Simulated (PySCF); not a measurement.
**Broadened absorption spectrum of butyric acid**

Butyric acid, C4H8O2.
Structure used (PBE0-D3(BJ)/def2-TZVP), in Å, numbered top down from 1:
```xyz
14
C4H8O2 angstrom
C     -1.788   -0.297    0.779
C     -0.534    0.534    0.579
C      0.541   -0.229   -0.169
C      1.787    0.571   -0.410
O      1.977    1.704   -0.059
O      2.709   -0.139   -1.087
H     -2.558    0.271    1.305
H     -2.209   -0.619   -0.177
H     -1.581   -1.196    1.366
H     -0.768    1.451    0.031
H     -0.136    0.858    1.544
H      0.179   -0.577   -1.143
H      0.834   -1.138    0.369
H      3.474    0.443   -1.199
```

Method: PySCF 2.14.0, density-fitted response routines, TDDFT CAM-B3LYP/aug-cc-pVTZ, vertical, gas phase, core orbitals frozen in the response. One conformer (not necessarily the lowest) at the PBE0-D3(BJ)/def2-TZVP geometry, without solvent, vibrations or thermal averaging.

Broadening: Gaussians 0.25 eV wide at half height, area fixed by f = 4.319×10⁻⁹ ∫ε dν̃. The cross-section is σ = 3.8235×10⁻²¹ ε cm², given in Mb (10⁻¹⁸ cm²). The width is an assumption, not a result. The curve ends short of the highest state used, and states not computed would add to its high-energy end.

E (eV), σ (Mb) and a bar:
```
     5.60       0.00 
     5.72       0.00 
     5.84       0.03 
     5.96       0.06 
     6.08       0.04 
     6.20       0.01 
     6.32       0.00 
     6.44       0.00 
     6.56       0.00 
     6.68       0.00 
     6.80       0.06 
     6.92       1.60 ##
     7.04      11.18 ###############
     7.16      21.75 ##############################
     7.28      11.79 ################
     7.40       1.78 ##
     7.52       0.08 
     7.64       0.06 
     7.76       0.63 #
     7.88       1.88 ###
     8.00       1.97 ###
     8.12       1.37 ##
     8.24       1.40 ##
     8.36       4.03 ######
```

Q: Where are the band maxima, and which computed states make them?

A: 208 nm (5.97 eV), ε about 15, made up of S1 (100%); 173 nm (7.16 eV), ε about 5700, made up of S2 (100%); 156 nm (7.94 eV), ε about 560, made up of S3 (86%) and S4 (13%) (ε in L mol⁻¹ cm⁻¹; maxima over ε = 5, shares over 10%). At its high-energy end, 8.36 eV, the curve is still rising (ε about 1100, from S6, S7 and S8). The states used: S1 5.97 eV (f 0.0001); S2 7.16 eV (f 0.053); S3 7.92 eV (f 0.0046); S4 8.10 eV (f 0.0019); S5 8.20 eV (f 0.0000); S6 8.30 eV (f 0.0025); S7 8.53 eV (f 0.0052); S8 8.60 eV (f 0.076); S9 8.70 eV (f 0.037); S10 8.96 eV (f 0.012).

Q: What would ε be at 7.16 eV, the highest of these maxima, with half the width (0.125 eV)?

A: About 11400 L mol⁻¹ cm⁻¹ against 5690, a factor of about 2.00; a lone state at its own centre would give exactly 2.

Q: Coming from long wavelengths, where does ε first pass 100 L mol⁻¹ cm⁻¹?

A: At about 181 nm (6.86 eV), 0.89 eV above S1.
